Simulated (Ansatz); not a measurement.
# One shape, several levels: C2H6Si (SMILES C[Si]C)

Wanted: a comparison of 6 runs (HF/6-311+G**, B3LYP/6-311+G**, PBE/6-311+G**, r2SCAN/6-311+G**, revPBE/6-311+G**, MP2/6-311+G**) of C2H6Si. 

The calculation is run with Ansatz 0.2.0.

34 further runs of the same task are left out: 34 set aside as unsound or not needed.

### 1 The molecule

The species is C2H6Si (9 atoms), meant as a singlet with charge 0. As SMILES, `C[Si]C`. The C3–H9 distance was set to 1.432 Å, away from the relaxed value.

Bond lengths: C1–Si2 1.896 Å, Si2–C3 1.896 Å, C1–H4 1.102 Å, C1–H5 1.091 Å, C1–H6 1.095 Å, C3–H7 1.095 Å, C3–H8 1.091 Å. Angles: C1–Si2–C3 97.8°, Si2–C1–H4 105.3°, Si2–C1–H5 113.7°, Si2–C1–H6 114.0°, Si2–C3–H7 113.9°, Si2–C3–H8 113.7°, H4–C1–H5 107.1°, H4–C1–H6 106.4°, H5–C1–H6 109.8°, H7–C3–H8 109.8°. A long bond or contact: C3–H9 1.432 Å.

### 2 A single-point energy at HF/6-311+G(d,p) (run 1)

Contents of job.yaml:

```yaml
crystal:
  periodic: [false, false, false]
  atoms:
    - {symbol: C, position_ang: [-0.655451, 0.845610, -1.033597]}
    - {symbol: Si, position_ang: [0.768749, -0.401390, -1.141097]}
    - {symbol: C, position_ang: [0.473849, -1.271090, 0.517703]}
    - {symbol: H, position_ang: [-1.558751, 0.278710, -1.310497]}
    - {symbol: H, position_ang: [-0.567751, 1.673310, -1.739297]}
    - {symbol: H, position_ang: [-0.831551, 1.235010, -0.025697]}
    - {symbol: H, position_ang: [-0.583651, -1.394690, 0.772703]}
    - {symbol: H, position_ang: [0.989849, -2.228290, 0.609003]}
    - {symbol: H, position_ang: [1.028800, -0.397000, 1.507100]}
basis:
  gaussian: {orbitals: 6-311+G_st__st_-spherical.json}
hamiltonian: {xc: hf}
accuracy: high
output: {orbitals: {seedname: orbitals}}
```

The basis set 6-311+G** is read from a file made from the Basis Set Exchange's data (not shown).

Command:

```sh
$ ansatz run job.yaml --threads 1 --pin off --max-ram 3480MiB --events-out events.jsonl --progress --plain --runs-dir runs
```

Output:

```text
Warning: RAYON_NUM_THREADS=1 ignored (pool sized by the plan → 1); use --threads N
Functional definition: HF
  name "HF"
  exchange = exact_x
  correlation = 0
2155 factors; integrals over basis functions are off by at most 5.1e-9 eV
mean field evaluation 1: about -10012.8587 eV, gradient 3.5e1 eV
mean field evaluation 2: about -10012.8608 eV, gradient 3.5e1 eV
mean field evaluation 4: about -10016.4117 eV, gradient 3.0e0 eV
mean field evaluation 8: about -10016.4692 eV, gradient 2.5e-4 eV
mean field -10016.46922749 eV, -368.0984547036 hartree, gradient 1.2e-8 eV, S^2 0.000000; 0 other end points of the search recorded, 0 dependent functions left out
reference -10016.46922749 eV, -368.0984547036 hartree; 16, 16 occupied and 94, 94 virtual orbitals, 2155 factors
Total energy: -10016.46922749 eV, -368.0984547036 hartree
```

It took 2.8 s on 1 thread of Arm Neoverse V2, shared host; peak memory 0.3 GiB.

### 3 The energy at B3LYP/6-311+G(d,p) (run 2)

Contents of molecule.yaml:

```yaml
crystal:
  periodic: [false, false, false]
  atoms:
    - {symbol: C, position_ang: [-0.655451, 0.845610, -1.033597]}
    - {symbol: Si, position_ang: [0.768749, -0.401390, -1.141097]}
    - {symbol: C, position_ang: [0.473849, -1.271090, 0.517703]}
    - {symbol: H, position_ang: [-1.558751, 0.278710, -1.310497]}
    - {symbol: H, position_ang: [-0.567751, 1.673310, -1.739297]}
    - {symbol: H, position_ang: [-0.831551, 1.235010, -0.025697]}
    - {symbol: H, position_ang: [-0.583651, -1.394690, 0.772703]}
    - {symbol: H, position_ang: [0.989849, -2.228290, 0.609003]}
    - {symbol: H, position_ang: [1.028800, -0.397000, 1.507100]}
basis:
  gaussian:
    orbitals: 6-311+G_st__st_-spherical.json
hamiltonian:
  xc: {name: B3LYP}
accuracy: high
output:
  orbitals: {seedname: orbitals}
```

The basis set 6-311+G** is read from a file made from the Basis Set Exchange's data (not shown).

Command:

```sh
$ ansatz run molecule.yaml --threads 1 --pin off --max-ram 3480MiB --events-out events.jsonl --progress --plain --runs-dir runs
```

Output:

```text
Warning: RAYON_NUM_THREADS=1 ignored (pool sized by the plan → 1); use --threads N
Functional definition: B3LYP
  name "B3LYP"
  parameter a0 = 0.2
  parameter ax = 0.72
  parameter ac = 0.81
  exchange = (1 - a0 - ax)*slater_x + ax*b88_x + a0*exact_x
  correlation = (1 - ac)*vwn_rpa_c + ac*lyp_c
2155 factors; integrals over basis functions are off by at most 5.1e-9 eV
mean field evaluation 1: about -10034.8228 eV, gradient 7.7e1 eV
mean field evaluation 2: about -10020.7868 eV, gradient 9.6e1 eV
mean field evaluation 4: about -10048.8322 eV, gradient 3.0e0 eV
mean field evaluation 8: about -10048.8513 eV, gradient 4.3e-2 eV
mean field evaluation 16: about -10048.8513 eV, gradient 6.6e-6 eV
mean field -10048.85127250 eV, -369.2884729085 hartree, gradient 6.3e-8 eV, S^2 0.000000; 0 other end points of the search recorded, 0 dependent functions left out
reference -10048.85131493 eV, -369.2884744675 hartree; 16, 16 occupied and 94, 94 virtual orbitals, 2155 factors
Total energy: -10048.85131493 eV, -369.2884744675 hartree
```

It took 6.9 s on 1 thread of Arm Neoverse V2, shared host; peak memory 0.34 GiB.

Runs 3 to 5 aren't shown in full; the table further down has their settings and results.

### 4 A single-point energy at MP2/6-311+G(d,p) (run 6)

Contents of in.yaml:

```yaml
crystal:
  periodic: [false, false, false]
  atoms:
    - {symbol: C, position_ang: [-0.655451, 0.845610, -1.033597]}
    - {symbol: Si, position_ang: [0.768749, -0.401390, -1.141097]}
    - {symbol: C, position_ang: [0.473849, -1.271090, 0.517703]}
    - {symbol: H, position_ang: [-1.558751, 0.278710, -1.310497]}
    - {symbol: H, position_ang: [-0.567751, 1.673310, -1.739297]}
    - {symbol: H, position_ang: [-0.831551, 1.235010, -0.025697]}
    - {symbol: H, position_ang: [-0.583651, -1.394690, 0.772703]}
    - {symbol: H, position_ang: [0.989849, -2.228290, 0.609003]}
    - {symbol: H, position_ang: [1.028800, -0.397000, 1.507100]}
basis:
  gaussian: {orbitals: 6-311+G_st__st_-spherical.json}
total_charge: 0
correlation: {method: mp2, frozen_orbitals: {C: 1, H: 0, Si: 5}}
accuracy: high
```

The basis set 6-311+G** is read from a file made from the Basis Set Exchange's data (not shown).

Command:

```sh
$ ansatz run in.yaml --threads 1 --pin off --max-ram 3480MiB --events-out events.jsonl --progress --plain --runs-dir runs
```

Output:

```text
Warning: RAYON_NUM_THREADS=1 ignored (pool sized by the plan → 1); use --threads N
[... 4 set-up lines as earlier in the session ...]
2155 factors; integrals over basis functions are off by at most 5.1e-9 eV
mean field evaluation 1: about -10012.8587 eV, gradient 3.5e1 eV
mean field evaluation 2: about -10012.8608 eV, gradient 3.5e1 eV
mean field evaluation 4: about -10016.4117 eV, gradient 3.0e0 eV
mean field evaluation 8: about -10016.4692 eV, gradient 2.5e-4 eV
mean field -10016.46922749 eV, -368.0984547036 hartree, gradient 1.2e-8 eV, S^2 0.000000; 0 other end points of the search recorded, 0 dependent functions left out; unrestricted orbitals would lower it
mean field evaluation 16: about -10016.5203 eV, gradient 2.1e-1 eV
7 core orbitals not correlated: weight in the atoms' cores, before any rotation towards them, 1.000 or more for the frozen orbitals, at most 0.000 for the correlated occupied ones
reference -10016.46922749 eV, -368.0984547036 hartree; 9, 9 occupied and 94, 94 virtual orbitals, 2155 factors
second order -10.86207300 eV of doubles, -0.00000000 eV of singles
Total energy: -10027.33130049 eV, -368.4976285237 hartree
```

Wall time 3.3 s (1 thread of Arm Neoverse V2, shared host); peak memory 0.3 GiB.

### 5 The series

| run | level | frozen core orbitals | energy (Eh) | HOMO energy (eV) | LUMO energy (eV) | HOMO–LUMO gap (eV) | wall time |
| --- | --- | --- | --- | --- | --- | --- | --- |
| 1 | HF/6-311+G** | – | -368.098455 | -8.37 | 0.80 | 9.17 | 2.8 s |
| 2 | B3LYP/6-311+G** | – | -369.288474 | -5.88 | -2.39 | 3.50 | 6.9 s |
| 3 | PBE/6-311+G** | – | -368.994080 | -5.02 | -3.05 | 1.98 | 5.7 s |
| 4 | r2SCAN/6-311+G** | – | -369.174588 | -5.19 | -2.90 | 2.28 | 11 s |
| 5 | revPBE/6-311+G** | – | -369.178418 | -5.00 | -2.99 | 2.01 | 6.3 s |
| 6 | MP2/6-311+G** | 7 | -368.497629 | – | – | – | 3.3 s |

### 6 Results

| quantity | value |
| --- | --- |
| run 6: total energy | -368.49763 Eh |
| run 6: correlation energy (7 core orbitals frozen) | -399.2 mEh |

Over runs 1, 2, 3, 4, 5 the HOMO–LUMO gap runs from 1.98 eV (PBE/6-311+G**) to 9.17 eV (HF/6-311+G**). Exact exchange widens orbital gaps. Totals of different functionals can't be ranked against each other. In run 6 the log says that unrestricted orbitals would lower the reference, so the values rest on an unstable closed-shell determinant (other closed-shell runs at this shape may share the fault). All runs together took 36 s, the longest 11 s.
